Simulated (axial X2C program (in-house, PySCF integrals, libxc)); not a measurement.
**Correcting the dissociation energy of SiF⁺ for spin–orbit coupling**

A spin-free CCSD(T) curve (one-electron X2C) was computed with an axial X2C code built on PySCF integrals, basis Si dyall-v3z [8s7p2d1f], F dyall-av3z [7s6p3d2f] (cores contracted in-house), for the state M_S = 0, Λ = 0 (closed shell). It gives D0 = 6.589 eV to Si+ + F, which in a spin-free picture are the weighted means of the ground terms.

Correlated methods: 10 electrons correlated (number of frozen shells: Si 2 s, 1 p; F 1 s), 168 virtual spin orbitals or spinors in MP2, 90 natural virtuals in coupled cluster.

Measured levels of the ground terms (NIST Handbook of Basic Atomic Spectroscopic Data), in cm⁻¹: Si+ 2P: J = 1/2 at 0, J = 3/2 at 287.2; F 2P: J = 3/2 at 0, J = 1/2 at 404.1.

The molecular state has Λ = 0, so it has no first-order lowering.

(1) How far does each ground level lie under the (2J+1)-weighted mean of its term?

(2) Correct D0.

Second-order spin–orbit effects in the molecule, which grow quickly with Z, are left out. The state is a single determinant with fixed occupations, the lowest that a limited PBE0 search found. Dissociation energies refer to the lowest single-determinant-based atoms at the same level and basis. Coupled cluster ran in a truncated set of natural virtual spinors; the MP2 energy of the rest was added. (T) has no such correction and the atoms are truncated less, which lowers De at CCSD(T) by a hundredth of an eV or more.

Answers

(1) Si+: (2 × 0 + 4 × 287.2)/6 = 191 cm⁻¹; F: (4 × 0 + 2 × 404.1)/6 = 135 cm⁻¹.

(2) D0 = 6.589 + (0 − 326)/8065.5 = 6.549 eV at CCSD(T) with these spin–orbit terms.
